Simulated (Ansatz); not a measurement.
System: antiferromagnetic (type II) rock-salt MnS. Method: PBEsol in Ansatz (plane waves, PAW).

Settings: plane-wave cutoff 520 eV, 10×10×10 k mesh, Fermi–Dirac smearing 0.01 eV, spin-polarised with opposed moments, scalar-relativistic PAW data made under PBE.

Computed at the level's own relaxed cell.

Task: Estimate the pressure derivative B′ of the bulk modulus, band gap, magnetic moment (largest site, within a sphere), bulk modulus, volume per atom and Γ–Γ gap that the calculation returns.

Result: 
- pressure derivative B′ of the bulk modulus = 3.2
- band gap = 0.34 eV (indirect)
- magnetic moment (largest site, within a sphere) = 3.95 μB
- bulk modulus = 83.7 GPa
- volume per atom = 15.92 Å³/atom
- Γ–Γ gap = 2.40 eV

Measured, for comparison: bulk modulus 75 ± 2 GPa (room temperature, not corrected to a static lattice, our sources range from 72.0 to 88.0; as tabulated in Sweeney, Heinz, compression of alpha-MnS (alabandite), Phys. Chem. Miner. 20 …); equilibrium volume per atom 17.57 Å³/atom (4 K, zero-point motion not removed; as tabulated in PSI, practical course at SINQ: magnetic order in MnS). Computed (rounded) less measured: bulk modulus not scored (sources differ), equilibrium volume per atom -9.4 %.

Note: the bulk modulus comes from volumes at which shape and atoms were relaxed.

Moments are spin moments.

Cost on a shared machine: roughly 10 core-minutes.

Ansatz is a program for electronic structure.
